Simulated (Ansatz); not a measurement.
A made-up structure of BSiNH₇ (charge +1), closed shell:

```xyz
10
angstrom
B -1.0926 0.5461 -1.3924
Si 0.2382 0.7423 0.0964
N 0.5576 -0.9718 0.8771
H -1.5674 -0.5055 -1.6881
H -1.3987 1.5326 -1.9821
H -0.2205 1.4889 1.2884
H 1.6155 1.1067 -0.3017
H -0.8195 -0.3747 -2.0248
H 0.9309 -1.6387 0.1998
H 1.2315 -0.9164 1.6427
```

It is relaxed with PBE-D4/def2-SVP and then PBE0-D4/def2-TZVP (Ansatz 0.2.0). Atoms count as bonded within 1.22 times the sum of their covalent radii (H–H: 0.88 Å). The end point is not checked to be a true minimum.

(1) Does its bonding change? (Judge from chemistry; the calculation decides.)

Results:

(1) By the calculation: Yes. Formed: B1–H7; broken: Si2–H7.

Where it ends: The first stage lowers the energy by 4.14 eV in 27 steps. It ends as BSiNH₇ ([NH2][SiH][BH2]1[H][H]1), total charge +1:
```
atom    x (Å)    y (Å)    z (Å)
  B1  -0.6379   0.7748  -1.3313
 Si2   0.1349   0.4470   0.4467
  N3   0.7477  -0.9669   1.0376
  H4  -0.4526  -0.0873  -2.3175
  H5  -1.7063   1.3006  -1.3382
  H6   0.2452   1.5269   1.4429
  H7   0.1891   1.3569  -1.9901
  H8  -0.9693  -0.4543  -1.7356
  H9   0.7796  -1.8432   0.5352
 H10   1.1446  -1.0449   1.9656
```

Labels in which every atom is bracketed show which atoms are joined, not bond orders.

For scale, one of the runs: PBE0-D4/def2-TZVP relaxation, 141 basis functions, launched by `ansatz run in.yaml --threads 2 --pin off --events-out ev --progress --plain --max-ram 4352MiB`. The run took about 25 s on 2 CPU threads of an Arm Neoverse V2 (shared host).
